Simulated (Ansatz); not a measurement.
Two structures of BSiH7O, singlet, reached by relaxing down either side of one saddle point (PBE0-D4/def2-TZVP). Energies are electronic, without zero-point energy. Ansatz 0.2.0; basis: def2-TZVPP and def2-QZVPP; cores frozen in the correlated methods. Extrapolation: Hartree–Fock as exp(−7.88 √X), correlation as X^−2.97. First:

B1  (-0.827, 0.488, -1.054)
H2  (-0.079, 1.114, -1.767)
H3  (-0.741, -0.718, -1.201)
H4  (-1.954, 0.898, -0.974)
H5  (0.155, 1.516, 0.657)
O6  (-0.190, 0.641, 0.465)
Si7  (0.727, -0.733, 0.862)
H8  (1.431, -0.346, 2.112)
H9  (-0.226, -1.829, 1.104)
H10  (1.705, -1.030, -0.204)
(Å)

Second:

| atom | x (Å) | y (Å) | z (Å) |
| --- | --- | --- | --- |
| B1 | -1.4869 | -0.1133 | -0.6195 |
| H2 | 1.0362 | 1.8204 | -1.3340 |
| H3 | -0.9045 | -0.4088 | -1.6312 |
| H4 | -2.6070 | 0.3125 | -0.6358 |
| H5 | 1.0198 | 2.2504 | -0.7238 |
| O6 | -0.8823 | -0.2616 | 0.5743 |
| Si7 | 0.6330 | -0.7879 | 0.9927 |
| H8 | 1.3157 | 0.3109 | 1.7155 |
| H9 | 0.4761 | -1.9608 | 1.8848 |
| H10 | 1.3999 | -1.1620 | -0.2229 |

Task: Which bonds change from the first to the second?

Result: SiH₄O ([OH][SiH3]) + BH₃ → BSiH₅O ([BH2][O][SiH3]) + H₂; bonds formed: H2–H5; dative contacts that become bonds: B1–O6; bonds broken: B1–H2, H5–O6.

Task: Give the saddle point's structure and its height above each. (An estimate is asked for; the value comes from the calculation.)

Result: By the calculation: 96.5 kJ/mol above the first and 164.4 kJ/mol above the second (CCSD(T) at an estimated basis limit (MP2 extrapolated from triple and quadruple zeta, plus CCSD(T) − MP2 in triple zeta)).
```
10
angstrom
B -0.9025 0.4802 -0.8910
H -0.1679 1.4418 -1.4207
H -0.6484 -0.5196 -1.5025
H -2.0230 0.8848 -0.8242
H 0.1576 1.2625 -0.4452
O -0.1569 0.5501 0.5087
Si 0.7428 -0.7500 1.0275
H 1.2935 -0.3981 2.3573
H -0.1450 -1.9338 1.1164
H 1.8500 -1.0179 0.0736
```

The T1 diagnostic stays at or below 0.013.

The step is the kind of ligand exchange by which a precursor binds to a hydroxyl group, or is hydrolysed, in atomic layer deposition of oxides.

Labels in which every atom is bracketed show which atoms are joined, not bond orders.

For scale, one of the runs: CCSD(T)/def2-TZVPP, 202 basis functions, launched by `ansatz run in.yaml --threads 2 --pin off --events-out ev --progress --plain --max-ram 4352MiB`. The run took 45 s on 2 CPU threads of an Arm Neoverse V2 (shared host), with 2.5 GiB of host memory at its peak.
